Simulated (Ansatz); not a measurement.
One change: `C#CC=C` becomes `C=CC#CCF`.

Ansatz, PBE0-D4/def2-TZVP geometries, multiplicity 1. 

```csv
property,`C#CC=C`
HOMO–LUMO gap (ωB97M-V/def2-TZVPP) / eV,10.43
LUMO energy (B3LYP/def2-TZVPP) / eV,-1.20
size of the dipole moment (PBE/def2-TZVPP) / D,0.39
size of the dipole moment (ωB97M-V/def2-TZVPP) / D,0.44
LUMO energy (PBE0/def2-TZVPP) / eV,-0.99
LUMO energy (ωB97M-V/def2-TZVPP) / eV,1.10
```

(1) What does the change do to each property? (Estimate.)

## Answers

(1) Computed: 
```
                                          property  `C=CC#CCF`  shift
           HOMO–LUMO gap (ωB97M-V/def2-TZVPP) / eV       10.28  -0.15
               LUMO energy (B3LYP/def2-TZVPP) / eV       -1.21  -0.01
    size of the dipole moment (PBE/def2-TZVPP) / D        1.76   1.37
size of the dipole moment (ωB97M-V/def2-TZVPP) / D        1.95   1.51
                LUMO energy (PBE0/def2-TZVPP) / eV       -1.00  -0.01
             LUMO energy (ωB97M-V/def2-TZVPP) / eV        1.08  -0.02
```

Dipoles are sizes alone; their direction can turn.

B3LYP here is the variant with VWN-RPA as its local correlation; programs differ in this.
